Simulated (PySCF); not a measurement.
Species: ethyl chloride, C₂H₅Cl.
SMILES with atom numbers: `[CH3:1][CH2:2][Cl:3]` (hydrogens: H4, H5, H6 on C1; H7, H8 on C2)

The calculation used PySCF 2.14.0, PBE0-D3(BJ)/def2-SVP geometry optimisation, gas phase.

**Question.** What internal coordinates does the optimisation give?

**Answer.** 
| bond | length (Å) |
| --- | --- |
| C1–C2 | 1.509 |
| C2–Cl3 | 1.792 |
| C1–H4, C1–H5, C1–H6 | 1.100 |
| C2–H7, C2–H8 | 1.099 |

Bonds in one row agree within 0.01 Å and their mean is given. A selection of angles:
| angle | degrees |
| --- | --- |
| C2–C1–H4 | 111.0 |
| C2–C1–H5 | 109.9 |
| H4–C1–H5 | 108.3 |
| C1–C2–Cl3 | 111.5 |
| C1–C2–H7 | 111.9 |
| Cl3–C2–H7 | 106.5 |
| H7–C2–H8 | 108.2 |

Point group: Cs (tolerance 0.08 Å). No frequency check.
